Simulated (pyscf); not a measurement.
This saddle point was located with ωB97X-D3(BJ)/def2-SVP in PySCF.

```
C
H 1 1.0933
H 1 1.0933 2 119.38
H 1 1.0938 2 117.72 3 -153.99
H 1 1.5361 2 81.82 4 78.22
S 1 2.0570 2 98.27 5 -179.83
H 6 1.3472 1 94.18 2 -60.76
```
Charge 0, spin multiplicity 2.

Surface: doublet, charge 0. Lowest wavenumbers (cm⁻¹): 1463i, 192, 455, 482, 577.

**Question.** What reaction is this the transition state of?

**Answer.** `[CH3][SH]` + `[H]` [doublet] <-> `[CH4]` + `[SH]` [doublet], a substitution at C read from left to right: C–S broken and C–H formed. At CCSD(T)/def2-TZVPP + ΔMP2(QZVPP) it lies +19.3 kcal/mol from the left side and +53.1 kcal/mol from the right (each side as separated species at their lowest minima found). The same reactants have a lower exit, to H₃C–S• + H₂ (barrier +3.3 kcal/mol at ωB97M-D3(BJ), against +20.2 kcal/mol here). This is the saddle that the search found; another between the same sides may lie lower. The angle at the attacked C is 180°. The CCSD(T) − MP2 part came from Ansatz, without density fitting, on the same reference. A UHF reference is spin-contaminated (<S²> up to 0.86), which harms MP2 most. Left out: the spin-orbit lowering of SH.
